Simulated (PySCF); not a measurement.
Species: C3H7O (doublet state).
Z-matrix (Å and degrees, GFN2-xTB geometry), rows numbered from 1:
```
C 
C   1  1.4774
C   2  1.4810  1  121.52
O   3  1.4157  2  113.84  1    36.68
H   1  1.0948  2  110.98  3   118.55
H   1  1.0950  2  111.57  3  -123.34
H   1  1.0879  2  110.34  3    -2.17
H   2  1.0755  1  119.51  3  -173.84
H   3  1.1021  2  110.02  1   161.14
H   3  1.1030  2  111.34  1   -80.33
H   4  0.9639  3  108.35  2    51.56
```

The hyperfine couplings belong to this conformer and change with its torsions.

As a line formula: `C[CH]CO` [radical].

The calculation used UKS B3LYP, pcH-1 on C H O, non-relativistic, mean-field spin-orbit, GIAO (PySCF 2.14.0). The structure is a single GFN2-xTB conformer in the gas phase; no vibrational or solvent corrections. The geometry wasn't refined by DFT: couplings that depend on bond lengths, twists or pyramidal angles can differ widely from those at the functional's own minimum. Stability of the SCF solution: not tested.

Q: Where do the isotropic ENDOR lines of H9/H10, H5/H6/H7, H8 and H11 fall at 332.1 mT, to first order?

A: For S = 1/2 in fast tumbling each set of equivalent nuclei gives two lines, ν± = |νn ± a/2| to first order, with νn = g_N μN B/h and μN/h = 7.62259 MHz/T.

| nuclei | isotope | g_N | νn (MHz) | a_iso (MHz) | lower line (MHz) | upper line (MHz) |
| --- | --- | --- | --- | --- | --- | --- |
| H9/H10 | 1H | 5.5857 | 14.14 | 88.02 | 29.87 | 58.15 |
| H5/H6/H7 | 1H | 5.5857 | 14.14 | 77.14 | 24.43 | 52.71 |
| H8 | 1H | 5.5857 | 14.14 | -61.91 | 16.81 | 45.09 |
| H11 | 1H | 5.5857 | 14.14 | -1.06 | 13.61 | 14.67 |

Q: Which pairs are centred on the nuclear Larmor frequency, and which on half the coupling?

A: Centred on νn, since |a| < 2νn: H11. Centred on |a|/2 and split by 2νn: H9/H10, H5/H6/H7 and H8.

Q: At what field would the lower line of H9/H10 fall to zero frequency?

A: Where νn = |a|/2, that is B = 44.01 MHz/(5.5857 × 7.62259 MHz/T) = 1030 mT, as far as first order holds there.

Class means assume fast exchange of nuclei equivalent by connectivity; if that motion is slow, each nucleus keeps its own coupling. The three 1H nuclei of mean +77.1 MHz run from 2.8 to 117.7 MHz in the frozen geometry. The 1H value of +88.0 MHz is a mean of couplings from 41.0 to 135.1 MHz in this one geometry, not an average over conformers.
